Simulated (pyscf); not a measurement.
Thermochemistry of product channels of H₃C–NH–CH₃ + methyl (CH₃•) on the doublet surface, in kJ/mol, from CCSD(T)/def2-TZVPP + ΔMP2(QZVPP) energies (ideal gas, 1 atm, RRHO with modes under 100 cm⁻¹ raised to 100, one conformer, R ln 2 for chiral ones without a mode under 150 cm⁻¹). Structures and frequencies: ωB97X-D3(BJ)/def2-SVP in PySCF. MP2 and CC: frozen core, UHF for open shells. ΔMP2 is the change of the MP2 total energy from the triple- to the quadruple-zeta basis.

```tsv
products	ΔE	ΔH(298 K)	ΔG(600 K)	ΔG(900 K)
ethane (H₃C–CH₃) + H₃C–NH•	-38.5	-35.9	-38.4	-38.5
H₃C–N•–CH₃ + methane (CH₄)	-43.8	-43.8	-43.3	-42.2
```

These are energies of the channels, which say nothing of barriers. H₃C–NH–CH₃ lies 32.8 kJ/mol over its isomer H₃C–CH₂–NH₂ (electronic energy, ωB97M-D3(BJ)/def2-TZVP). H₃C–NH• lies 30.4 kJ/mol over its isomer •H₂C–NH₂ (electronic energy, ωB97M-D3(BJ)/def2-TZVP). The CCSD(T) − MP2 part came from Ansatz, without density fitting, on the same reference.
